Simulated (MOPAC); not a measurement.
MOPAC input (PM6):

```
PM6 1SCF GEO-OK AUX(PRECISION=9) THREADS=1
C4H8

C    -0.00210137 1    1.08174360 1    0.12090538 1
C     0.00074144 1   -1.08083876 1    0.12875855 1
C    -1.08060230 1   -0.00189518 1   -0.13071652 1
C     1.08196223 1    0.00099034 1   -0.11894741 1
H     0.00026723 1    1.95675874 1   -0.52885732 1
H    -0.00819803 1    1.41962592 1    1.15832029 1
H     0.00541670 1   -1.96054058 1   -0.51463211 1
H    -0.00447679 1   -1.41119264 1    1.16860008 1
H    -1.96147548 1   -0.00072250 1    0.51108544 1
H    -1.40906020 1   -0.00610522 1   -1.17116306 1
H     1.95579155 1    0.00450434 1    0.53240399 1
H     1.42173502 1   -0.00232806 1   -1.15575731 1
```

Output:

```
 *******************************************************************************
 **                                                                           **
 **                              MOPAC v23.2.5                                **
 **                                                                           **
 *******************************************************************************
 ** MOPAC's Digital Object Identifier: https://doi.org/10.5281/zenodo.6511958 **
 **                                                                           **
 ** Please cite the open-source release paper for use of this MOPAC version:  **
 ** J. E. Moussa and J. J. P. Stewart (2026)                                  **
 ** MOPAC: An open-source semiempirical molecular orbital program             **
 ** J. Open Source Softw., 11(119), 8025, https://doi.org/10.21105/joss.08025 **
 *******************************************************************************

                              PM6 CALCULATION RESULTS

 *******************************************************************************
 *  PM6        - The PM6 Hamiltonian to be used
 *  GEO-OK     - OVERRIDE INTERATOMIC DISTANCE AND OTHER SAFETY CHECKS
 *  1SCF       - DO 1 SCF AND THEN STOP
 *  AUX        - OUTPUT AUXILIARY INFORMATION
 *******************************************************************************
PM6 1SCF GEO-OK AUX(PRECISION=9) THREADS=1
 C4H8

   ATOM   CHEMICAL          X               Y               Z
  NUMBER   SYMBOL      (ANGSTROMS)     (ANGSTROMS)     (ANGSTROMS)

     1       C         -0.00210137  *   1.08174360  *   0.12090538  *
     2       C          0.00074144  *  -1.08083876  *   0.12875855  *
     3       C         -1.08060230  *  -0.00189518  *  -0.13071652  *
     4       C          1.08196223  *   0.00099034  *  -0.11894741  *
     5       H          0.00026723  *   1.95675874  *  -0.52885732  *
     6       H         -0.00819803  *   1.41962592  *   1.15832029  *
     7       H          0.00541670  *  -1.96054058  *  -0.51463211  *
     8       H         -0.00447679  *  -1.41119264  *   1.16860008  *
     9       H         -1.96147548  *  -0.00072250  *   0.51108544  *
    10       H         -1.40906020  *  -0.00610522  *  -1.17116306  *
    11       H          1.95579155  *   0.00450434  *   0.53240399  *
    12       H          1.42173502  *  -0.00232806  *  -1.15575731  *

          CARTESIAN COORDINATES

    NO.       ATOM           X           Y           Z

     1         C         -0.0021      1.0817      0.1209
     2         C          0.0007     -1.0808      0.1288
     3         C         -1.0806     -0.0019     -0.1307
     4         C          1.0820      0.0010     -0.1189
     5         H          0.0003      1.9568     -0.5289
     6         H         -0.0082      1.4196      1.1583
     7         H          0.0054     -1.9605     -0.5146
     8         H         -0.0045     -1.4112      1.1686
     9         H         -1.9615     -0.0007      0.5111
    10         H         -1.4091     -0.0061     -1.1712
    11         H          1.9558      0.0045      0.5324
    12         H          1.4217     -0.0023     -1.1558

 General Reference for PM6:
 "Optimization of Parameters for Semiempirical Methods V: Modification of NDDO Approximations
 and Application to 70 Elements", J. J. P. Stewart, J. Mol. Mod., 13, 1173-1213 (2007)
 URL: https://link.springer.com/article/10.1007/s00894-007-0233-4

           Empirical Formula: C4 H8  =    12 atoms

      MOLECULAR POINT GROUP   :   D2d

      RHF CALCULATION, NO. OF DOUBLY OCCUPIED LEVELS = 12

 -------------------------------------------------------------------------------
 PM6 1SCF GEO-OK AUX(PRECISION=9) THREADS=1
 C4H8

     1SCF WAS SPECIFIED, SO BFGS WAS NOT USED
     SCF FIELD WAS ACHIEVED

                              PM6 CALCULATION
                                                       MOPAC v23.2.5 Linux

          FINAL HEAT OF FORMATION =          0.58489 KCAL/MOL =       2.44716 KJ/MOL

          COSMO AREA              =        104.58 SQUARE ANGSTROMS
          COSMO VOLUME            =         89.47 CUBIC ANGSTROMS

          IONIZATION POTENTIAL    =         11.130626 EV
          HOMO LUMO ENERGIES (EV) =        -11.131  3.723
          NO. OF FILLED LEVELS    =         12
          MOLECULAR WEIGHT        =         56.1072         POINT GROUP:  D2d

          MOLECULAR DIMENSIONS (Angstroms)

            Atom       Atom       Distance
            H     7    H     5     3.91733
            H     9    H    11     3.91733
            H     8    H    12     2.32697

          SCF CALCULATIONS        =          1

   ATOM   CHEMICAL          X               Y               Z
  NUMBER   SYMBOL      (ANGSTROMS)     (ANGSTROMS)     (ANGSTROMS)

     1       C         -0.00210137  *   1.08174360  *   0.12090538  *
     2       C          0.00074144  *  -1.08083876  *   0.12875855  *
     3       C         -1.08060230  *  -0.00189518  *  -0.13071652  *
     4       C          1.08196223  *   0.00099034  *  -0.11894741  *
     5       H          0.00026723  *   1.95675874  *  -0.52885732  *
     6       H         -0.00819803  *   1.41962592  *   1.15832029  *
     7       H          0.00541670  *  -1.96054058  *  -0.51463211  *
     8       H         -0.00447679  *  -1.41119264  *   1.16860008  *
     9       H         -1.96147548  *  -0.00072250  *   0.51108544  *
    10       H         -1.40906020  *  -0.00610522  *  -1.17116306  *
    11       H          1.95579155  *   0.00450434  *   0.53240399  *
    12       H          1.42173502  *  -0.00232806  *  -1.15575731  *

                             CARTESIAN COORDINATES

   1    C       -0.002101370     1.081743600     0.120905380
   2    C        0.000741440    -1.080838760     0.128758550
   3    C       -1.080602300    -0.001895180    -0.130716520
   4    C        1.081962230     0.000990340    -0.118947410
   5    H        0.000267230     1.956758740    -0.528857320
   6    H       -0.008198030     1.419625920     1.158320290
   7    H        0.005416700    -1.960540580    -0.514632110
   8    H       -0.004476790    -1.411192640     1.168600080
   9    H       -1.961475480    -0.000722500     0.511085440
  10    H       -1.409060200    -0.006105220    -1.171163060
  11    H        1.955791550     0.004504340     0.532403990
  12    H        1.421735020    -0.002328060    -1.155757310

           Empirical Formula: C4 H8  =    12 atoms

      MOLECULAR POINT GROUP   :   D2d

                  EIGENVALUES
 -29.91679 -22.90710 -22.90710 -19.02007 -16.49972 -15.85281 -13.15945 -13.15945
 -12.81577 -11.28062 -11.28062 -11.13063   3.72323   3.89883   3.89883   5.22288
   5.74862   6.07130   6.07130   6.44315   6.50968   6.59422   6.59422   6.63609

              NET ATOMIC CHARGES AND DIPOLE CONTRIBUTIONS

  ATOM NO.   TYPE          CHARGE      No. of ELECS.   s-Pop       p-Pop
    1          C          -0.262869        4.2629     1.09168     3.17119
    2          C          -0.262869        4.2629     1.09168     3.17119
    3          C          -0.262869        4.2629     1.09168     3.17119
    4          C          -0.262869        4.2629     1.09168     3.17119
    5          H           0.130518        0.8695     0.86948
    6          H           0.132351        0.8676     0.86765
    7          H           0.130518        0.8695     0.86948
    8          H           0.132351        0.8676     0.86765
    9          H           0.130518        0.8695     0.86948
   10          H           0.132351        0.8676     0.86765
   11          H           0.130518        0.8695     0.86948
   12          H           0.132351        0.8676     0.86765
 DIPOLE           X         Y         Z       TOTAL
 POINT-CHG.    -0.000    -0.000    -0.000     0.000
 HYBRID         0.000     0.000     0.000     0.000
 SUM           -0.000    -0.000    -0.000     0.000

          ATOMIC ORBITAL ELECTRON POPULATIONS

     Atom    s        px        py        pz
    1  C   1.09168   1.00870   1.02395   1.13854
    2  C   1.09168   1.00870   1.02432   1.13817
    3  C   1.09168   1.02442   1.00870   1.13808
    4  C   1.09168   1.02386   1.00870   1.13863
    5  H   0.86948
    6  H   0.86765
    7  H   0.86948
    8  H   0.86765
    9  H   0.86948
   10  H   0.86765
   11  H   0.86948
   12  H   0.86765

 **********************
 *                    *
 * JOB ENDED NORMALLY *
 *                    *
 **********************

 == MOPAC DONE ==
```
